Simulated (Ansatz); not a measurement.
Steps of a relaxation of C2H3ClFN (`FC/N=C/Cl`) with RKS PBE-D4/def2-SVP.

```sh
$ ansatz run in.yaml --threads 2 --pin off --events-out ev --progress --plain --max-ram 4352MiB
```

```yaml
crystal:
  periodic: [false, false, false]
  atoms:
    - {symbol: F, position_ang: [0.284500, -1.093300, 1.195400]}
    - {symbol: C, position_ang: [0.939400, -0.104600, 0.511800]}
    - {symbol: N, position_ang: [0.234700, 0.263200, -0.737900]}
    - {symbol: C, position_ang: [-0.935100, 0.178100, -0.653900]}
    - {symbol: Cl, position_ang: [-1.918500, 0.558700, -2.064900]}
    - {symbol: H, position_ang: [1.067500, 0.785300, 1.161300]}
    - {symbol: H, position_ang: [1.954500, -0.518900, 0.293100]}
    - {symbol: H, position_ang: [-1.534800, -0.125600, 0.239400]}
basis:
  gaussian: {orbitals: def2-SVP}
hamiltonian: {xc: pbe, dispersion: d4}
relax: {f_tol: 0.03, max_steps: 200}
```

Positions (Å) and forces (eV/Å) along the path, 8 of 8 steps:

```xyz
8
step=1 energy=-18830.4507 eV
F     0.284   -1.093    1.195   -0.446   -0.194    0.561
C     0.939   -0.105    0.512    0.754   -0.184   -0.985
N     0.235    0.263   -0.738    8.641    0.328    1.158
C    -0.935    0.178   -0.654   -8.104   -0.449   -0.076
Cl   -1.919    0.559   -2.065   -0.451    0.030    0.014
H     1.067    0.785    1.161   -0.131    0.209   -0.010
H     1.954   -0.519    0.293   -0.167    0.271   -0.307
H    -1.535   -0.126    0.239   -0.097   -0.012   -0.354
8
step=2 energy=-18830.9016 eV
F     0.274   -1.030    1.288   -0.019   -0.008    0.273
C     0.973   -0.109    0.531   -0.085    0.085   -0.780
N     0.273    0.272   -0.697    1.106    0.120    1.031
C    -0.974    0.167   -0.667   -1.306   -0.320   -0.471
Cl   -1.945    0.636   -2.065    0.134   -0.055    0.310
H     1.137    0.814    1.134    0.027   -0.018   -0.022
H     1.963   -0.548    0.268   -0.116    0.005   -0.051
H    -1.610   -0.259    0.153    0.260    0.191   -0.289
8
step=3 energy=-18830.9446 eV
F     0.272   -0.970    1.363    0.082    0.075    0.018
C     0.978   -0.099    0.542   -0.214    0.198   -0.487
N     0.272    0.309   -0.653   -0.932   -0.441    0.548
C    -0.988    0.088   -0.705    0.578    0.816   -0.151
Cl   -1.948    0.709   -2.052    0.280   -0.310    0.297
H     1.205    0.830    1.121    0.045   -0.108   -0.048
H     1.936   -0.578    0.238   -0.069   -0.067    0.055
H    -1.635   -0.346    0.091    0.230   -0.163   -0.233
8
step=4 energy=-18830.9947 eV
F     0.281   -0.879    1.430   -0.071   -0.165    0.255
C     0.970   -0.064    0.540    0.253   -0.120    0.498
N     0.200    0.375   -0.545    0.189    0.381   -0.390
C    -1.022    0.114   -0.690   -0.247   -0.163   -0.048
Cl   -1.915    0.718   -2.078    0.071   -0.063    0.159
H     1.372    0.809    1.116   -0.223    0.055   -0.146
H     1.872   -0.624    0.196   -0.130   -0.053   -0.252
H    -1.667   -0.506   -0.025    0.159    0.130   -0.075
8
step=5 energy=-18831.0036 eV
F     0.272   -0.891    1.436   -0.013   -0.026    0.037
C     0.970   -0.072    0.550   -0.073   -0.244   -0.097
N     0.222    0.380   -0.564   -0.414    0.083   -0.058
C    -1.014    0.124   -0.681    0.752    0.416   -0.774
Cl   -1.927    0.707   -2.067    0.120   -0.063    0.230
H     1.329    0.812    1.108    0.092    0.248    0.157
H     1.862   -0.631    0.185   -0.044   -0.039   -0.033
H    -1.623   -0.486   -0.023   -0.420   -0.376    0.539
8
step=6 energy=-18831.0103 eV
F     0.253   -0.890    1.423   -0.006   -0.075   -0.045
C     0.963   -0.067    0.553    0.012    0.179    0.126
N     0.221    0.441   -0.544    0.017   -0.003   -0.217
C    -0.993    0.135   -0.700   -0.241   -0.104    0.187
Cl   -1.932    0.643   -2.084    0.148    0.092    0.056
H     1.359    0.784    1.157    0.013    0.022   -0.114
H     1.826   -0.636    0.138   -0.009   -0.067    0.077
H    -1.605   -0.468    0.003    0.066   -0.045   -0.070
8
step=7 energy=-18831.0223 eV
F     0.250   -0.872    1.435   -0.002   -0.006    0.008
C     0.963   -0.064    0.552   -0.011   -0.001   -0.001
N     0.221    0.419   -0.557   -0.017    0.008   -0.025
C    -0.998    0.119   -0.698   -0.056    0.008   -0.043
Cl   -1.928    0.698   -2.059    0.056   -0.021    0.069
H     1.355    0.809    1.122    0.007    0.015    0.007
H     1.828   -0.650    0.167    0.014   -0.011   -0.001
H    -1.600   -0.515   -0.017    0.008    0.007   -0.013
8
step=8 energy=-18831.0226 eV
F     0.249   -0.870    1.436    0.003   -0.003    0.007
C     0.963   -0.064    0.551   -0.006    0.000   -0.003
N     0.221    0.419   -0.557   -0.009    0.004   -0.011
C    -0.998    0.118   -0.699    0.009    0.000    0.005
Cl   -1.926    0.700   -2.055    0.004    0.000    0.003
H     1.356    0.810    1.120    0.000    0.000    0.001
H     1.828   -0.651    0.168    0.000    0.000    0.001
H    -1.599   -0.519   -0.019   -0.002    0.000   -0.003
```

Hardware: 2 threads of an Arm Neoverse V1 on a shared host. Wall time 14 s, peak host memory 0.14 GiB.
